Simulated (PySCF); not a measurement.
Work out the structure from these simulated measurements.

Elements present: C, H and O. Monoisotopic mass: 72.0575 u.

* 13C NMR: chemical shifts (computed TMS as zero) by class: 60.3 (1 C), 57.4 (1 C), 6.8 (2 C) ppm [GIAO PBE0/pcSseg-1]
* Polarisability: 51.9 au [CAM-B3LYP/def2-SVPD]
* Rotational structure: rotational constants A, B, C: 13.221, 3.488, 3.122 GHz [GFN2-xTB]
* Couplings: largest of the computed one-bond spin–spin couplings (means over like bonds): 13C–1H +185.9, 13C–1H +167.4 (×2), 13C–1H +165.6 (×2), 13C–1H +145.4 (×3), 17O–13C +26.4, 17O–13C +24.2, 13C–13C +17.8 (×2), 13C–13C +15.0 Hz [B3LYP/pcJ-1, spin–dipole term left out]
* UV, strongest line: among the 8 lowest singlet transitions: S7 at 8.68 eV (143 nm, f = 0.044) [TDDFT CAM-B3LYP/def2-SVPD]
* 1H NMR: chemical shifts (computed TMS as zero) by class: 3.44 (3 H), 3.02 (1 H), 0.58 (2 H), 0.35 (2 H) ppm [GIAO PBE0/pcSseg-1]

Electronic properties: PySCF, gas phase, density fitting. Levels stand in brackets. One conformer (not necessarily the lowest) at the GFN2-xTB geometry, without solvent, vibrations or thermal averaging. NMR values are class means; diastereotopic atoms form classes of their own.

Question: Which formula fits the mass and the elements?

Answer: C4H8O (calculated 72.0575). No other formula that holds each of these elements comes within 0.0003 u with a fitting electron parity and a possible valence count.

Question: Give a SMILES that accounts for the data.

Answer: Numbering: `[CH3:1][O:2][CH:3]1[CH2:4][CH2:5]1`. Its formula, C4H8O, gives 1 degree of unsaturation: 1 ring and 0 π bonds in the structure found. 4 carbons fall into 3 classes; from least to most shielded: methoxy carbon [C1] (60.3 ppm), ring sp3 carbon bound to oxygen [C3] (57.4 ppm), three-membered-ring carbon [C4/C5] (6.8 ppm, 2 C). Hydrogen classes from least to most shielded: 3 H on a methoxy carbon, C1 (3.44 ppm), 1 H on an sp3 carbon bound to oxygen, C3 (3.02 ppm), 2 H on 2 three-membered-ring carbons, C4/C5 (0.58 ppm), 2 H on 2 three-membered-ring carbons, C4/C5 (0.35 ppm). The couplings run between: +185.9 Hz, sp3 carbon bound to oxygen [C3] and its hydrogen; +167.4 Hz, three-membered-ring carbon [C4] and its hydrogen (with 1 like pair); +165.6 Hz, three-membered-ring carbon [C4] and its hydrogen (with 1 like pair); +145.4 Hz, methoxy carbon [C1] and its hydrogen (with 2 like pairs); +26.4 Hz, ether oxygen [O2] and sp3 carbon bound to oxygen [C3]; +24.2 Hz, ether oxygen [O2] and methoxy carbon [C1]; +17.8 Hz, sp3 carbon bound to oxygen [C3] and three-membered-ring carbon [C4] (with 1 like pair); +15.0 Hz, three-membered-ring carbon [C4] and three-membered-ring carbon [C5]. The optimised geometry has point group C1 and is an asymmetric top. Structure: cyclopropyl methyl ether, `COC1CC1`. Computed isomers that give other values at the same levels: `OC1CCC1` (rotational constant A: 9.966 GHz; this holds for the one conformer computed); `OCC1CC1` (smallest rotational constant: 2.888 GHz; this holds for the one conformer computed); `CCC(C)=O` (rotational constant A: 9.426 GHz; this holds for the one conformer computed). The assignments are read from this structure; whether some other isomer fits the data as well wasn't checked.

Conformer computed: `[CH3:1][O:2][CH:3]1[CH2:4][CH2:5]1`: C1–O2–C3–C4 153°.
